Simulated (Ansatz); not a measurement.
Input for Ansatz (development build ahead of 0.2.0):

```yaml
crystal:
  periodic: [false, false, false]
  atoms:
    - { symbol: H, position_ang: [-1.03678, -1.70884, 1.13319] }
    - { symbol: "N", position_ang: [-0.40234, -0.92069, 0.97161] }
    - { symbol: S, position_ang: [1.85442, -1.41219, 2.14472] }
basis:
  gaussian: { orbitals: STO-3G }
hamiltonian:
  xc: hf
correlation:
  method: fci
  frozen_orbitals: { H: 0, "N": 1, S: 5 }
```

The input is written out in the form of the current development build from the run's settings.

Results

| Item | Value |
| --- | --- |
| Converged | yes |
| Reference energy | -447.18482 hartree |
| Correlation energy | -0.23923 hartree |
| Total energy | -447.42405 hartree |
| State | lowest singlet root, of any spatial symmetry |
